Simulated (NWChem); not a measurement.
SiH$_{3}$, doublet; SMILES [SiH3]

Results from NWChem. Spin-unrestricted. In the optimisation the excess spin sits in a (C3, its own frame). The geometry was optimised at PBE0-D3(BJ)/def2-TZVP, spin-unrestricted. No stability test was run on the SCF state.

Task: What does the run give for LC-BLYP (range parameter 0.33 per bohr)/def2-SVP? Quantities: highest occupied level (eV); lowest empty minus highest occupied level, either spin (eV); dipole (D); <S²>.

Result: 
| Item | Value |
|---|---|
| highest occupied level (eV) | -8.48 |
| lowest empty minus highest occupied level, either spin (eV) | 7.85 |
| dipole (D) | 0.02 |
| <S²> | 0.751 |
